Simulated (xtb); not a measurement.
C2H4Cl, charge +2, doublet, geometry from GFN2-xTB of the parent state (a state made from the parent by changing its charge; the spin is typed, not shown lowest); GFN0-xTB run with xtb 6.7.1.

xtb was given this input:
```
$ xtb mol.xyz --gfn 0 --chrg 2 --uhf 1 --json

# file mol.xyz
7

C      0.04677316     0.70471225    -0.20454313
C      1.51515190     0.66822849    -0.06284299
Cl    -0.86044375    -0.68577280     0.14716918
H     -0.45045613     1.44149208    -0.80844228
H      1.90236896     1.68339302     0.00115825
H      1.80467594     0.11434297     0.82910532
H      1.99940461     0.18126514    -0.91938050
```

### Question
Predict the main parts of the log of this xtb run.

### Answer

```
   ID    Z sym.   atoms
    1    6 C      1, 2
    2   17 Cl     3
    3    1 H      4-7

           -------------------------------------------------
          |                Calculation Setup                |
           -------------------------------------------------

           -------------------------------------------------
          |                 G F N 0 - x T B                 |
           -------------------------------------------------

          ...................................................
          :                      SETUP                      :
          :.................................................:
          :  # basis functions                  26          :
          :  # atomic orbitals                  25          :
          :  # shells                           15          :
          :  # electrons                        17          :
          :  electronic temp.          300.0000000     K    :
          :  accuracy                    1.0000000          :
          :  -> integral cutoff          0.2500000E+02      :
          :  -> integral neglect         0.1000000E-07      :
          ...................................................

         :::::::::::::::::::::::::::::::::::::::::::::::::::::
         ::                     SUMMARY                     ::
         :::::::::::::::::::::::::::::::::::::::::::::::::::::
         :: total energy              -6.788861057156 Eh    ::
         :: gradient norm              0.124244710283 Eh/a0 ::
         :: HOMO-LUMO gap              2.693975920691 eV    ::
         ::.................................................::
         :: H0 energy                -10.021327737067 Eh    ::
         :: repulsion energy           0.103640881668 Eh    ::
         :: electrostat energy         3.129592910538 Eh    ::
         :: -> Gsolv                   0.000000000000 Eh    ::
         ::    -> Gsasa                0.000000000000 Eh    ::
         ::    -> Gshift               0.000000000000 Eh    ::
         :: dispersion energy         -0.000767112295 Eh    ::
         :: short-range corr.          0.000000000000 Eh    ::
         :: add. restraining           0.000000000000 Eh    ::
         :: total charge               2.000000000000 e     ::
         :::::::::::::::::::::::::::::::::::::::::::::::::::::

           -------------------------------------------------
          |                Property Printout                |
[...]
        18                         -0.0617533              -1.6804
        19                         -0.0390784              -1.0634
        20                          0.1138383               3.0977
       ...                                ...                  ...
        25                          0.4145272              11.2799
      -------------------------------------------------------------
                  HL-Gap            0.0990018 Eh            2.6940 eV
             Fermi-level            0.0000000 Eh            0.0000 eV

     #   Z          covCN         q      C6AA      α(0)
     1   6 C        2.796     0.327    22.655     7.772
     2   6 C        3.775    -0.507    36.053     8.659
     3  17 Cl       0.916     0.374    86.945    14.254
     4   1 H        0.926     0.365     0.544     1.153
     5   1 H        0.925     0.481     0.354     0.931
     6   1 H        0.925     0.482     0.353     0.929
     7   1 H        0.924     0.477     0.359     0.937

 Mol. C6AA /au·bohr⁶  :        510.665557
 Mol. C8AA /au·bohr⁸  :      16082.533037
 Mol. α(0) /au        :         34.634443

Wiberg/Mayer (AO) data.
largest (>0.10) Wiberg bond orders for each atom

 ---------------------------------------------------------------------------
     #   Z sym  total        # sym  WBO       # sym  WBO       # sym  WBO
 ---------------------------------------------------------------------------
     1   6 C    3.597 --     3 Cl   1.601     2 C    1.016     4 H    0.932
     2   6 C    3.962 --     1 C    1.016     5 H    0.964     6 H    0.964
                             7 H    0.925
     3  17 Cl   1.793 --     1 C    1.601
     4   1 H    0.988 --     1 C    0.932
     5   1 H    0.985 --     2 C    0.964
     6   1 H    0.986 --     2 C    0.964
     7   1 H    0.986 --     2 C    0.925
 ---------------------------------------------------------------------------

Topologies differ in total number of bonds
Writing topology from bond orders to xtbtopo.mol

 dipole moment from electron density (au)
     X       Y       Z
  -1.2023  -0.1537  -0.0844  total (Debye):    3.088

           -------------------------------------------------
          | TOTAL ENERGY               -6.788861057156 Eh   |
          | GRADIENT NORM               0.124244710283 Eh/α |
          | HOMO-LUMO GAP               2.693975920691 eV   |
           -------------------------------------------------

normal termination of xtb
```
